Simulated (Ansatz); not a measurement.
**[H···H···NH], triplet along the distance H1-H2**

Starting geometry:

```xyz
4

H    -2.0834    0.0594    0.0000
H    -1.3384    0.0594    0.0000
N     0.2116    0.0594    0.0000
H     0.4807   -0.9448    0.0000
```

From there H2 is moved from one fragment to the other while all else, the fragments' distance too, stays fixed; atoms are numbered as listed. Energies are in eV, counted from the starting geometry at the same level.

Basis 6-31G; Ansatz 0.2.0. Correlated methods freeze the noble-gas cores. Active spaces: valence = (8e, 7o) chosen from the atoms' valence shells.

Runs in a small pair space aren't shown, since their orbitals change along the scan.

Full CI is exact within this basis and frozen core; it isn't the basis-set limit.

```json
{"distance H1-H2 (Å)": "0.693", "NEVPT2 (valence space)": "0.020"}
{"distance H1-H2 (Å)": "0.745", "NEVPT2 (valence space)": "0.000"}
{"distance H1-H2 (Å)": "0.818", "NEVPT2 (valence space)": "0.106"}
{"distance H1-H2 (Å)": "0.891", "NEVPT2 (valence space)": "0.280"}
{"distance H1-H2 (Å)": "0.964", "NEVPT2 (valence space)": "0.440"}
{"distance H1-H2 (Å)": "1.036", "NEVPT2 (valence space)": "0.527"}
{"distance H1-H2 (Å)": "1.109", "NEVPT2 (valence space)": "0.528"}
{"distance H1-H2 (Å)": "1.182", "NEVPT2 (valence space)": "0.481"}
{"distance H1-H2 (Å)": "1.255", "NEVPT2 (valence space)": "0.470"}
```

Estimate the full CI curve in 6-31G from this one, knowing how NEVPT2 (valence space) errs.

The computed full CI values, in eV from the starting point, and the error of NEVPT2 (valence space) against them:
| distance H1-H2 (Å) | full CI | NEVPT2 (valence space) less full CI |
| --- | --- | --- |
| 0.693 | 0.011 | 0.009 |
| 0.745 | 0.000 | 0.000 |
| 0.818 | 0.119 | -0.012 |
| 0.891 | 0.304 | -0.024 |
| 0.964 | 0.474 | -0.034 |
| 1.036 | 0.571 | -0.044 |
| 1.109 | 0.581 | -0.053 |
| 1.182 | 0.540 | -0.060 |
| 1.255 | 0.534 | -0.064 |

The error spans 0.073 eV and is largest, -0.064 eV, at 1.255 Å.
